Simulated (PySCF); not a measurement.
Compound: methyl formate, C2H4O2.
Z-matrix (Å and degrees, PBE0-D3(BJ)/def2-SVP geometry), rows numbered from 1:
```
C 
O   1  1.4207
C   2  1.3316  1  117.95
O   3  1.1967  2  126.54  1    -0.00
H   1  1.0990  2  108.36  3   121.27
H   1  1.0980  2  110.50  3     0.44
H   1  1.0990  2  108.37  3  -120.36
H   3  1.1100  2  108.63  1  -179.99
```

The calculation used EOM-IP-CCSD/aug-cc-pVDZ in PySCF, restricted Hartree–Fock reference, 4 core orbitals frozen, non-relativistic, gas phase, PBE0-D3(BJ)/def2-SVP geometry.

The vertical ionisation energies are 10.95, 11.36, 12.95, 14.44, 15.05, 16.52, 16.71, 18.20 eV.

Task: Which Hartree–Fock orbital leads each hole, and what is its Koopmans value −ε?

Result: 
```
leading hole (HF orbital)  Koopmans (eV)  EOM-IP-CCSD (eV)  change (eV)  one-hole share
                   HOMO-1          12.68             10.95        -1.73            0.95
                     HOMO          12.67             11.36        -1.31            0.95
                   HOMO-2          14.40             12.95        -1.45            0.95
                   HOMO-3          15.30             14.44        -0.86            0.94
                   HOMO-4          16.29             15.05        -1.24            0.96
                   HOMO-6          18.70             16.52        -2.18            0.94
                   HOMO-5          18.44             16.71        -1.73            0.93
                   HOMO-7          20.26             18.20        -2.06            0.93
```

Task: Does the order of the lines follow the orbital energies?

Result: No: the HOMO-1 hole (10.95 eV) falls below the HOMO hole (11.36 eV); the HOMO-6 hole (16.52 eV) falls below the HOMO-5 hole (16.71 eV). The corrections run from -2.18 to -0.86 eV, with a mean of -1.57 eV over the 8 lines; no line lies above its Koopmans value.

Task: At what kinetic energies would He I light (21.22 eV) eject these electrons?

Result: 10.27 eV (HOMO-1), 9.86 eV (HOMO), 8.27 eV (HOMO-2), 6.78 eV (HOMO-3), 6.17 eV (HOMO-4), 4.70 eV (HOMO-6), 4.51 eV (HOMO-5), 3.02 eV (HOMO-7).

One root was sought for each valence orbital with −ε under 21 eV, eight at most, so deeper holes and satellites are missing; no vibrational structure.

One conformer stands for the species.
